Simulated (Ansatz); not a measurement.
**C3H4F2: a ladder of functionals and wavefunction methods**

The task here is to estimate one member of a computed series from the others.

Computed with Ansatz 0.2.0, Gaussian basis. Level: functionals in def2-TZVPP, the program's frozen cores in correlated methods.

Levels to be run: PBE-D4, r2SCAN-D4, PBE0-D4, B3LYP-D4, ωB97X-V, ωB97M-V, B2PLYP; CCSD(T)/def2-TZVPP; MP2/def2-QZVPP; extrapolation to the limit.

**Structure used throughout**

All runs share one geometry, relaxed beforehand with PBE0-D4 in a triple-zeta def2 set.

SMILES `F/C=C/CF`, 9 atoms, charge 0, spin multiplicity 1.

Atoms are counted from 1 here; the program's logs count them from 0.

Bond lengths: F1–C2 1.331 Å, C2–C3 1.320 Å, C2–H6 1.085 Å, C3–C4 1.482 Å, C3–H7 1.085 Å, C4–F5 1.388 Å, C4–H8 1.094 Å, C4–H9 1.094 Å. Angles: F1–C2–C3 122.5°, F1–C2–H6 112.4°, C3–C2–H6 125.1°, C2–C3–C4 121.0°, C2–C3–H7 120.0°, C4–C3–H7 118.9°, C3–C4–F5 110.6°, C3–C4–H8 111.2°, C3–C4–H9 111.3°, F5–C4–H8 107.9°, F5–C4–H9 106.9°, H8–C4–H9 108.8°.

The first run:

in.yaml

```yaml
crystal:
  periodic: [false, false, false]
  atoms:
    - {symbol: F, position_ang: [-2.209877, -0.026044, 1.313953]}
    - {symbol: C, position_ang: [-1.254938, -0.268272, 0.418301]}
    - {symbol: C, position_ang: [-0.069309, 0.308967, 0.473183]}
    - {symbol: C, position_ang: [0.980147, -0.003645, -0.525850]}
    - {symbol: F, position_ang: [1.279224, 1.118731, -1.286050]}
    - {symbol: H, position_ang: [-1.566145, -0.985747, -0.334408]}
    - {symbol: H, position_ang: [0.150216, 1.024149, 1.258631]}
    - {symbol: H, position_ang: [0.654367, -0.794786, -1.207600]}
    - {symbol: H, position_ang: [1.910315, -0.315755, -0.041160]}
basis:
  gaussian: {orbitals: def2-TZVPP}
hamiltonian: {xc: pbe, dispersion: d4}
output: {forces: true, orbitals: {seedname: orbitals}}
```

Steps of the session up to this table: PBE-D4 (GGA); r2SCAN-D4 (meta-GGA); PBE0-D4 (hybrid); B3LYP-D4 (hybrid); ωB97X-V (range-separated); ωB97M-V (range-separated); B2PLYP (double hybrid); CCSD(T) in def2-TZVPP; MP2 in def2-QZVPP.

One table of the session follows, with a row left open; its other results are not shown here.

It belongs to the step «Atomisation energies». 

| method | atomisation energy (kJ/mol) |
| --- | --- |
| PBE-D4 | 3794.4 |
| r2SCAN-D4 | 3679.2 |
| PBE0-D4 | 3693.0 |
| B3LYP-D4 | 3663.0 |
| ωB97X-V | 3665.5 |
| ωB97M-V | 3673.2 |
| B2PLYP | 3632.2 |
| HF/def2-TZVPP | 2642.9 |
| MP2/def2-TZVPP | 3660.8 |
| CCSD/def2-TZVPP | 3504.2 |
| CCSD(T)/def2-TZVPP | 3566.9 |
| MP2/CBS | ? |
| CCSD(T)/CBS | 3657.8 |

Estimate the missing values for MP2/CBS.

**Answer.** atomisation energy (kJ/mol): 3751.7. In the column «atomisation energy (kJ/mol)» it lies between PBE0-D4 (3693.0) and PBE-D4 (3794.4).
